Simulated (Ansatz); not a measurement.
# C10H8: a ladder of functionals and wavefunction methods

Aim: compute C10H8 with functionals from several rungs and with coupled cluster. The yardstick is the atomisation energy at the CCSD(T) limit.

Program: Ansatz 0.2.0, Gaussian basis. Level of theory: functionals in def2-TZVPP, the program's frozen cores in correlated methods. These are calculated values, not measurements.

Plan: LDA (SPW92), PBE-D4, revPBE-D4, BLYP-D4, r2SCAN-D4, B97M-V, PBE0-D4, B3LYP-D4, r2SCANh-D4, r2SCAN0-D4, HSE06-D4, BHLYP-D4, CAM-B3LYP-D4, LC-ωPBE, ωB97X-V, ωB97M-V, B2PLYP, PBE-QIDH; CCSD(T)/def2-SVP; CCSD(T)/def2-TZVPP; MP2/def2-QZVPP; extrapolation to the limit; RPA on PBE.

## Step 1: The relaxed structure

An earlier PBE0-D4 in a triple-zeta def2 set relaxation fixed the geometry.

18 atoms, charge 0, spin multiplicity 1.

Atoms are counted from 1 here; the program's logs count them from 0.

Bond lengths: C1–C2 1.389 Å, C1–C10 1.389 Å, C1–H11 1.087 Å, C2–C3 1.389 Å, C2–H12 1.085 Å, C3–C4 1.383 Å, C3–H13 1.088 Å, C4–C5 1.397 Å, C4–C8 1.487 Å, C5–C6 1.396 Å, C5–H14 1.081 Å, C6–C7 1.396 Å, C6–H15 1.082 Å, C7–C8 1.397 Å, C7–H16 1.081 Å, C8–C9 1.383 Å, C9–C10 1.389 Å, C9–H17 1.088 Å and more. Angles: C2–C1–C10 129.9°, C2–C1–H11 115.0°, C10–C1–H11 115.0°, C1–C2–C3 128.6°, C1–C2–H12 115.6°, C3–C2–H12 115.7°, C2–C3–C4 129.0°, C2–C3–H13 115.8°, C4–C3–H13 115.2°, C3–C4–C5 125.9°, C3–C4–C8 127.5°, C5–C4–C8 106.6°, C4–C5–C6 108.4°, C4–C5–H14 125.2°, C6–C5–H14 126.4°, C5–C6–C7 109.9°, C5–C6–H15 125.0°, C7–C6–H15 125.0° and more.

## Step 2: LDA

This LDA is Slater exchange with PW92 correlation.

in.yaml

```yaml
crystal:
  periodic: [false, false, false]
  atoms:
    - {symbol: C, position_ang: [1.374058, -1.914205, 0.601942]}
    - {symbol: C, position_ang: [1.801179, -1.210430, -0.516739]}
    - {symbol: C, position_ang: [1.234449, -0.085445, -1.101485]}
    - {symbol: C, position_ang: [0.105765, 0.617383, -0.720725]}
    - {symbol: C, position_ang: [-0.410136, 1.747882, -1.359940]}
    - {symbol: C, position_ang: [-1.553841, 2.159861, -0.672622]}
    - {symbol: C, position_ang: [-1.790366, 1.309546, 0.409603]}
    - {symbol: C, position_ang: [-0.791581, 0.332406, 0.429742]}
    - {symbol: C, position_ang: [-0.678428, -0.692893, 1.351060]}
    - {symbol: C, position_ang: [0.282027, -1.692800, 1.431171]}
    - {symbol: H, position_ang: [1.988644, -2.769373, 0.869479]}
    - {symbol: H, position_ang: [2.696871, -1.590793, -0.997111]}
    - {symbol: H, position_ang: [1.745262, 0.300131, -1.980958]}
    - {symbol: H, position_ang: [0.014232, 2.214653, -2.237642]}
    - {symbol: H, position_ang: [-2.166057, 3.011714, -0.939130]}
    - {symbol: H, position_ang: [-2.603248, 1.383394, 1.118189]}
    - {symbol: H, position_ang: [-1.450755, -0.714804, 2.116633]}
    - {symbol: H, position_ang: [0.164324, -2.394925, 2.250234]}
basis:
  gaussian: {orbitals: def2-TZVPP}
hamiltonian: {xc: lda}
output: {orbitals: {seedname: orbitals}}
```

Run with:

```console
> ansatz run in.yaml --threads 2 --pin off --events-out ev --progress --plain --max-ram 22528MiB --backend cuda --devices 0, --max-vram 18GiB
```

Further steps of the session: PBE-D4 (GGA); revPBE-D4 (GGA); BLYP-D4 (GGA); r2SCAN-D4 (meta-GGA); B97M-V (meta-GGA); PBE0-D4 (hybrid); B3LYP-D4 (hybrid); r2SCANh-D4 (hybrid); r2SCAN0-D4 (hybrid); HSE06-D4 (hybrid); BHLYP-D4 (hybrid); CAM-B3LYP-D4 (range-separated); LC-ωPBE (range-separated); ωB97X-V (range-separated); ωB97M-V (range-separated); B2PLYP (double hybrid); PBE-QIDH (double hybrid); CCSD(T) in def2-SVP; CCSD(T) in def2-TZVPP; MP2 in def2-QZVPP; RPA on PBE orbitals.

Before running them: what should the planned runs give, taken together? Wanted: atomisation energy, CCSD(T)/CBS; farthest beyond LDA; mean size of error, GGA; mean size of error, meta-GGA; mean size of error, hybrid; mean size of error, range-separated; mean size of error, double hybrid; gap, smallest and largest; T1 diagnostic.

The runs gave:

```
                               quantity                                          value
        atomisation energy, CCSD(T)/CBS                                  8867.1 kJ/mol
 functionals within 44.3 kJ/mol (0.5 %)  r2SCAN0-D4, LC-ωPBE, ωB97X-V, ωB97M-V, B2PLYP
                    farthest beyond LDA                         PBE-D4 (+424.2 kJ/mol)
                mean size of error, GGA                                   236.2 kJ/mol
           mean size of error, meta-GGA                                   120.0 kJ/mol
             mean size of error, hybrid                                   142.7 kJ/mol
    mean size of error, range-separated                                    39.4 kJ/mol
      mean size of error, double hybrid                                    60.5 kJ/mol
              gap, smallest and largest       2.09 eV (LDA (SPW92)), 7.63 eV (LC-ωPBE)
                          T1 diagnostic                                         0.0122
triples share of the correlation energy                                          5.5 %
```

What this shows: The LDA atomisation energy is off by 1482.7 kJ/mol (17 %): it overbinds. PBE-D4 misses by +424.2 kJ/mol. Double hybrids carry the basis error of their MP2 part in triple zeta, and no dispersion term here, so their miss is partly the set-up's. Taken by rung, range-separated functionals do best (39.4 kJ/mol on average) and GGA ones worst beyond LDA (236.2 kJ/mol). The gap between the best rungs is small, so their order is not settled. Misses under about 44.3 kJ/mol are within the doubt on the reference itself, which lacks core-valence correlation, relativity and higher excitations. Hartree-Fock recovers 74 % of the binding; the rest is correlation. CCSD(T) in def2-SVP is off by -282.5 kJ/mol, so the small basis spoils what the method gains. Orbital gaps span 2.1 to 7.6 eV; exact exchange widens them. The restricted reference is unstable towards a spin-broken one.
